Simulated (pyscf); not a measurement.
Thermochemistry of product channels of :HC–F (SMILES [CH]F) [singlet] + HCl (SMILES Cl) on the singlet surface, in eV, from ωB97M-D3(BJ)/def2-TZVP energies (ideal gas, 1 atm, RRHO with modes under 100 cm⁻¹ raised to 100, one conformer, R ln 2 for rigid chiral ones). Structures and frequencies: ωB97X-D3(BJ)/def2-SVP in PySCF.

```
products                                                   ΔE  ΔH(298 K)  ΔG(298 K)  ΔG(600 K)
------------------------------------------------------  -----  ---------  ---------  ---------
HF (SMILES F) + :HC–Cl (SMILES [CH]Cl) [singlet]        +0.03      +0.06      +0.07      +0.07
F–C:–Cl (SMILES F[C]Cl) [singlet] + H₂ (SMILES [H][H])  -0.18      -0.27      -0.21      -0.16
F–Cl (SMILES FCl) + CH₂ (SMILES [CH2]) [singlet]        +3.36      +3.33      +3.34      +3.34
F–CH₂–Cl (SMILES FCCl)                                  -3.52      -3.28      -2.82      -2.35
```

These are energies of the channels, which say nothing of barriers. CH₂ [singlet] is an excited spin state, 0.39 eV over the triplet at ωB97X-D3(BJ). 3 of the closed-shell references are unstable towards spin polarisation; treat their single-reference values with care.
